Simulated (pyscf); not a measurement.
One hydrogen abstraction on the doublet surface with elements of a group swapped. ωB97M-D3(BJ)/def2-TZVP, eV, from the separated reactants. Structures and frequencies: ωB97X-D3(BJ)/def2-SVP in PySCF.

```tsv
step	barrier	reaction energy	imaginary mode (i cm⁻¹)
`[SiH2][SiH3]` [doublet] + `[SiH4]` → `[SiH3][SiH3]` + `[SiH3]` [doublet]	0.44	+0.15	1331
`[GeH4]` + `[SiH2][SiH3]` [doublet] → `[GeH3]` [doublet] + `[SiH3][SiH3]`	?	?	1423
```

Task: Complete the blanks.

Result: 
- `[GeH4]` + `[SiH2][SiH3]` [doublet] → `[GeH3]` [doublet] + `[SiH3][SiH3]`, barrier: 0.22
- `[GeH4]` + `[SiH2][SiH3]` [doublet] → `[GeH3]` [doublet] + `[SiH3][SiH3]`, reaction energy: -0.21

Each row is the saddle that its search found. Elements up to Kr have no core potential and no relativistic terms here.
